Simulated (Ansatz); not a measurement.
A displaced shape of doublet SiH3:

| atom | x (Å) | y (Å) | z (Å) |
| --- | --- | --- | --- |
| Si | -0.0207 | -0.0409 | 0.0595 |
| H | 1.4530 | -0.0411 | -0.3698 |
| H | -0.7381 | 1.2618 | -0.3387 |
| H | -0.6996 | -1.2138 | -0.4150 |

It was optimised with HF/def2-SVP in Ansatz (development build ahead of 0.2.0) to forces under 0.001 eV/Å, with unrestricted orbitals. Each step stands on the lowest determinant of that kind that the program's search found.

(1) What shape does it relax to, and how does the optimisation go?

Answers

(1)

```xyz
4

Si   -0.0038   -0.0203    0.0751
H     1.4089   -0.0152   -0.3700
H    -0.6963    1.2207   -0.3422
H    -0.7142   -1.2192   -0.4269
```

Bond lengths: Si1–H2 1.481 Å, Si1–H3 1.481 Å, Si1–H4 1.481 Å. Angles: H2–Si1–H3 111.0°, H2–Si1–H4 111.0°, H3–Si1–H4 111.0°.

```tsv
step	E − E(start) (eV)	largest force (eV/Å)
1	0.0000	1.5611
2	-0.0754	0.3935
3	-0.0824	0.0114
4	-0.0824	0.0007
```

The optimisation ended after 4 steps with its threshold met.
